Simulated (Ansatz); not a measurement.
Species: CHN, SMILES `C#N` (charge 0, multiplicity 1).

Problem. Give a relaxed geometry from B3LYP-D3(BJ)/def2-TZVP in Ansatz (a quantum-chemistry and plane-wave program).

Solution. the end point of this relaxation (outside a Z-matrix the atoms follow the SMILES, hydrogens last).
Bond lengths (Å): C1–N2 1.146, C1–H3 1.067. Bond angles (°): N2–C1–H3 180.0.
